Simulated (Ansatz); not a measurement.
Relaxation of C₂H₃NO (7 atoms, charge 0, multiplicity 1), to a largest force component of 0.015 eV/Å in at most 40 steps.

The calculation used RKS PBE/def2-SVP in Ansatz.

```xyz
7
Properties=species:S:1:pos:R:3
O -0.704 1.268 -0.311
C 0.305 0.462 -0.385
C 0.972 0.320 -1.509
N 1.579 0.864 -0.489
H -1.526 0.717 -0.328
H 0.631 0.789 -2.423
H 2.221 0.290 -0.002
```

Task: Where does it end, and by what steps?

Result: It converged. After 17 steps the energy has fallen by 2.460 eV; O1 moved furthest, 0.60 Å.

| step | energy less start (eV) | largest force component (eV/Å) | accepted |
| --- | --- | --- | --- |
| 0 | 0.0000 | 6.985 | yes |
| 1 | -1.1938 | 2.708 | yes |
| 2 | -1.6905 | 2.281 | yes |
| 3 | -2.0845 | 1.799 | yes |
| 4 | -2.2757 | 1.821 | yes |
| 5 | -2.2773 | 1.908 | yes |
| 6 | -2.4085 | 0.662 | yes |
| 7 | -2.3888 | 0.896 | no |
| 8 | -2.4350 | 0.382 | yes |
| 9 | -2.4424 | 0.291 | yes |
| 10 | -2.4517 | 0.079 | yes |
| 11 | -2.4556 | 0.256 | yes |
| 12 | -2.4588 | 0.092 | yes |
| 13 | -2.4581 | 0.203 | no |
| 14 | -2.4595 | 0.021 | yes |
| 15 | -2.4598 | 0.034 | yes |
| 16 | -2.4599 | 0.021 | yes |
| 17 | -2.4599 | 0.008 | yes |

```xyz
7
Properties=species:S:1:pos:R:3
O -0.762 0.988 0.211
C 0.278 0.750 -0.574
C 0.834 0.324 -1.689
N 1.643 1.011 -0.432
H -1.579 0.836 -0.307
H 0.964 0.560 -2.749
H 2.102 0.241 0.094
```

Whether the end is a true minimum wasn't checked by a vibrational analysis.

Time of the run: 88 s on 1 CPU thread of a shared host.
